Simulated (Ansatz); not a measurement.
H₂N–C, Si–NH$_{2}$: bond dissociation energies

Ansatz 0.2.0, functionals in def2-QZVPP, HF, MP2 and coupled cluster extrapolated from def2-TZVPP and def2-QZVPP (exp(−7.88 √X), X^−2.97); geometries are PBE0/def2-TZVP minima. Wave-function levels freeze the cores; HF, MP2 and coupled cluster are restricted for singlets and unrestricted otherwise, atoms included (their steps beyond CCSDT(Q) come from restricted open-shell runs), Kohn–Sham unrestricted where that lies lower. The best estimate adds to that CCSD(T) limit the step from CCSD(T) to the highest level run in a smaller set (CCSDT(Q)/cc-pVDZ, CCSDTQ/cc-pVDZ). It lacks core correlation, which semilocal and hybrid functionals hold and which counts in their errors here, (a few kJ/mol in atomization energies of light atoms) is good to about 1 kcal/mol where the step is under 0.06 eV, as here, and is no measured value. An error is the level's value less this estimate. Energies are electronic, without zero-point terms. No spin–orbit coupling and no scalar relativity. CCSD(T)'s error is that step with its sign reversed, by construction, and steps from double-zeta sets run high. The species are chosen: bound, without strong static correlation by their natural occupations or amplitudes, in their lowest spin state as far as vertical gaps and like structures tell, and with a ladder that closes on the reference, so errors are smaller than for species at large; levels whose determinant breaks symmetry or spin markedly are left out.

```
        species                                    bonds (Å)                                quantity  symmetry of the states                                    reference  value (kJ/mol)  error CCSD(T)  error PBE  error BLYP  error B97M-V  error PBE0
 H2N–C, doublet   C–N 1.286, N–H 1.022, angles at N 114/123°   N–H bond energy, to HNC (singlet) + H                 B2 / Σ⁺             limit + step to CCSDT(Q)/cc-pVDZ            66.4            0.1       12.2         7.8          15.3        20.5
Si–NH2, doublet  N–Si 1.705, N–H 1.010, angles at N 111/124°  N–H bond energy, to HNSi (singlet) + H                 B2 / Σ⁺  limit + step to CCSDT(Q) and CCSDTQ/cc-pVDZ           203.6            1.0        3.3        -5.3           7.1        17.9
```

The reference rises from C to Si, by 137.2 kJ/mol in all.
